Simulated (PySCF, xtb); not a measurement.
propane (C3H8), SMILES CCC.

Harmonic wavenumbers (cm⁻¹) from GFN2-xTB (xtb 6.7.1) at its own minimum, in rising order: 207, 257, 374, 793, 928, 935, 952, 1117, 1168, 1208, 1273, 1345, 1413, 1421, 1499, 1500, 1504, 1510, 1511, 2967, 2982, 3027, 3028, 3032, 3036, 3037, 3038.

Problem. What does PBE-D3(BJ)/def2-SVP in PySCF give at its own minimum? (Estimate from the structure and the level; the computed values follow.)

Solution. 227, 276, 359, 731, 871, 876, 897, 1058, 1132, 1156, 1262, 1303, 1347, 1354, 1411, 1414, 1422, 1429, 1436, 2961, 2962, 2963, 3000, 3042, 3049, 3055, 3056. Paired by order, the mean absolute difference is 45 cm⁻¹ and the zero-point energies are 64.4 and 63.0 kcal/mol.
